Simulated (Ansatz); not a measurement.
## hcp Fe (model structure)

Computed with r²SCAN (Ansatz, a quantum-chemistry and plane-wave program, plane waves, PAW).

Run with plane-wave cutoff 500 eV, 36×36×18 k mesh (along the axes of the cell as run), Fermi–Dirac smearing 0.1 eV, no spin polarisation, scalar-relativistic PAW data made under PBE.

Cell (relaxed at this level):

```yaml
crystal:
  lattice:
    - [1.21725, -2.10833, 0.00000]
    - [1.21725, 2.10833, 0.00000]
    - [0.00000, 0.00000, 3.84761]
  atoms:
    - { symbol: Fe, position: [0.33333, 0.66667, 0.25000] }
    - { symbol: Fe, position: [0.66667, 0.33333, 0.75000] }
```

| Quantity | Result |
|---|---|
| band gap | none |

Note: the relaxation could raise the start's symmetry but not lower it, so the cell can be a saddle point.

The computed numbers hold no vibrational or temperature effects.

A model structure was made by putting elements into a prototype or built by hand; it is no filed structure, need not be a known phase, and can be a saddle point held by its symmetry.
